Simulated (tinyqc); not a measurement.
A ladder of methods, and size consistency: correlation methods against full CI in the sto-3g basis, for LiH, spin multiplicity 1. Computed by the program tinyqc with PySCF. Command: `OMP_NUM_THREADS=1 python tinyqc.py 110153 110154 out.jsonl`; one thread of a shared host (Intel(R) Xeon(R) Processor @ 2.60GHz), about 0.6 s.

Geometry (angstrom):

| atom | x | y | z |
|---|---|---|---|
| Li | 0.0000 | 0.0000 | 0.0000 |
| H | 0.0000 | 0.0000 | 1.8960 |

RHF energy of one = -7.841496 hartree

All electrons correlated; +Q is the Davidson correction (1 - c0^2) E_corr. The last columns treat two copies 100 angstrom apart as one system. FCI is the lowest singlet.

Correlation energies (hartree):

| method | E_corr of one | share of FCI (%) | E_corr of two at 100 angstrom | two minus twice one (mhartree) |
|---|---|---|---|---|
| MP2 | -0.01602 | 59.302 | -0.03204 | -3.98e-05 |
| CISD | -0.02700 | 99.929 | -0.05195 | 2.044 |
| CISD+Q | -0.02814 | 104.145 | -0.05564 | 0.629 |
| CCSD | -0.02700 | 99.943 | -0.05400 | -9.32e-05 |
| CCSD(T) | -0.02701 | 99.989 | -0.05403 | -9.28e-05 |
| FCI | -0.02702 | 100.000 | - | - |

MP2 recovers 59 %, CISD 99.9 % and CCSD 99.9 % of the FCI value (c0^2 = 0.958 in CISD). MP2 and coupled cluster are size consistent, so their last column vanishes but for a trace of long-range electrostatics; CISD loses 2.04 mhartree, since a double excitation on each copy is a quadruple of the pair, and the Davidson correction leaves +0.63.
